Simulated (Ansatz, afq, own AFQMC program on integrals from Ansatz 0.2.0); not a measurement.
Integrals from Ansatz 0.2.0, then the random walk in our own AFQMC program (afq).

```yaml
crystal:
  periodic: [false, false, false]
  atoms:
    - {symbol: Si, position_ang: [0.000001, 0.000000, -0.080385]}
    - {symbol: H, position_ang: [1.305166, -0.000195, 0.746632]}
    - {symbol: H, position_ang: [-0.652425, 1.130403, 0.746625]}
    - {symbol: H, position_ang: [-0.652756, -1.130219, 0.746613]}
basis:
  gaussian: {orbitals: "6-31++G**"}
total_charge: -1
magnetization: {spin_polarized: false}
correlation: {method: ccsd_t, electrons: outside_noble_gas, hamiltonian_folder: ham}
```

```sh
$ ansatz run in.yaml --threads 1 --pin off --events-out ev --progress --plain --max-ram 1382MiB
```

Options of the walk:

```
--method phaseless --trial hf --walkers 140 --populations 1 --least-time 40 --time-step 0.005 --steps-per-block 20 --equilibration-blocks 112 --max-blocks 600 --target-error 0.00102 --factor-cut 1e-05 --seed 1085 --taylor-order 6
```

Times are imaginary, in 1/Eh. The walk had a cap of 482 s.

```
orbitals 36  electrons 4 4  factors 276 of 366
reference energy -290.61905122 Eh
CCSD correlation -0.13519674 Eh in 10 cycles, weight of the determinant in the CISD state 0.9156
energy of the start -290.619051 Eh
 block  time / (1/Eh)  mean weight  energy / Eh
     1     0.100  1.0014  -290.645407
     2     0.200  1.0008  -290.665406
     3     0.300  1.0007  -290.681625
     4     0.400  0.9999  -290.693405
     5     0.500  0.9992  -290.707212
     8     0.800  1.0003  -290.728164
    14     1.400  0.9993  -290.743212
    53     5.300  0.9999  -290.758499
    92     9.200  1.0005  -290.773999
   131    13.100  1.0008  -290.755466
   170    17.000  0.9993  -290.769098
   209    20.900  0.9999  -290.764740
   248    24.800  0.9987  -290.769074
   287    28.700  1.0003  -290.756397
   300    30.000  0.9998  -290.797504
   326    32.600  1.0009  -290.746295
   365    36.500  0.9991  -290.768463
   404    40.400  1.0005  -290.780523
   443    44.300  1.0010  -290.758648
   482    48.200  1.0009  -290.747356
   521    52.100  1.0004  -290.753786
blocks merged  error / Eh  count
     1  0.000393  420
     2  0.000512  210
     4  0.000668  105
     8  0.000889  52
    16  0.001010  26
    32  0.001253  13
energy -290.759562 +/- 0.001010 Eh
(rows thinned)
```

Q: Estimate how long the walk took on 1 thread of Arm Neoverse V2 (shared host).

A: 87 s of wall time.

The run passed its tests (sampling time, drift between the halves within three errors, error under three times the target), which doesn't prove that it has relaxed.

Against this walk (error 27.5 meV) on the same determinant: CCSD(T) 62.1 meV higher, CCSDT(Q) 42.7 meV higher (within the noise), a separate phaseless walk with a CISD trial and standard settings 38.4 ± 28.5 meV higher (within the noise). The error is statistical and leaves out the bias of the constraint.

Cautions: constraint bias not in the error.

CCSDT and higher add their correlation energy to the determinant of the CCSD(T) run, since their own runs factorise the integrals more tightly (a shift of under 2 meV). A walk keeps the symmetry of its determinant, which the program's search chose and which needn't be the lowest solution, so a lower state of the same spin and another symmetry isn't excluded.
